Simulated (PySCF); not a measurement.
# Working out the ionisation energy of N

N [He] 2s2 2p3 (4S) → N⁺ [He] 2s2 2p2 (3P). Calculation: PySCF 2.14, in dyall-av3z; the spin-free X2C one-electron Hamiltonian (Gaussian nucleus). Frozen: 1s2; the 14 highest virtual orbitals dropped. Energies in hartree (1 hartree = 27.21139 eV):

| part | N (lower) | N⁺ (upper) |
| --- | --- | --- |
| UHF | -54.433783 | -53.923354 |
| CCSD correlation | -0.115548 | -0.095341 |
| (T) | -0.002657 | -0.001686 |

Problem. What does Hartree-Fock give?

Solution. (-53.923354) − (-54.433783) = 0.510429 hartree = 13.889 eV.

Problem. What do CCSD and CCSD(T) give?

Solution. The CCSD correlation energies differ by 0.020207 hartree = 0.550 eV and the triples by 0.000971 hartree = 0.026 eV, so CCSD gives 14.439 eV and CCSD(T) 14.465 eV.

Measured between the centres of the two terms (NIST): 14.545 eV, so CCSD(T) (valence) is off by -0.080 eV.

What remains against the reference includes basis incompleteness, the frozen core and higher excitations.
